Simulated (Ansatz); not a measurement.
A-type hexagonal Nd2O3 was calculated with PBEsol (PAW; Ansatz, an electronic-structure program).

Run with plane-wave cutoff 500 eV, 12×12×8 k mesh (along the axes of the cell as run), Fermi–Dirac smearing 0.05 eV, spin-polarised start, scalar-relativistic PAW data made under PBE.

Cell (relaxed at this level):

Nd$_{2}$O$_{3}$ is modelled in the trigonal space group P-3m1 (No. 164), Pearson symbol hP5. Cell: a = b = 3.769 Å, c = 5.880 Å, α = β = 90.00°, γ = 120.00°. Nd on 2d is coordinated by 4 O at 2.272–2.383 Å and 3 O at 2.600 Å. O1 on 1a sees 6 Nd at 2.600 Å (octahedral). O2 on 2d is coordinated by 4 Nd at 2.272–2.383 Å (tetrahedral). (Neighbours: up to the widest gap in distance over summed covalent radii, below 1.35, at either atom; cation-cation and far metal-metal contacts left out.)

Predict the band gap.


band gap: 0.07 eV (under three smearing widths, so not firm)

Note: the magnetic order was assumed, not searched for or taken from measurement; the relaxation could not lower the start's symmetry, so the cell can be a saddle point above a distorted one; the 4f shell is treated without U or exact exchange, so its levels and filling can be wrong.

Spin–orbit coupling is not included.

The computed numbers hold no vibrational or temperature effects.

The result took roughly 8 core-minutes.
